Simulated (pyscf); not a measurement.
This saddle point was located with ωB97X-D3(BJ)/def2-SVP in PySCF.

```
C
F 1 1.4113
H 1 1.1155 2 119.78
H 1 1.1156 3 120.44 2 179.99
H 1 1.2686 3 88.76 4 -87.86
H 1 1.2686 3 88.75 5 175.75
```
Charge 0, spin multiplicity 2.

Surface: doublet, charge 0. Lowest wavenumbers (cm⁻¹): 1402i, 581, 727, 1080, 1153.

What reaction is this the transition state of?

fluoromethane (H₃C–F) + H atom (H•) <-> fluoromethane (H₃C–F) + H atom (H•), a substitution at C read from left to right: C–H broken and C–H formed. At CCSD(T)/def2-TZVPP + ΔMP2(QZVPP) it lies +1.92 eV from the left side and +1.92 eV from the right (each side as separated species at their lowest minima found). The same reactants have a lower exit, to •H₂C–F + H₂ (barrier +0.51 eV at ωB97M-D3(BJ), against +1.82 eV here). One saddle was located; it need not be the lowest between these sides. The angle at the attacked C is 175°. The CCSD(T) − MP2 part came from Ansatz, without density fitting, on the same reference.
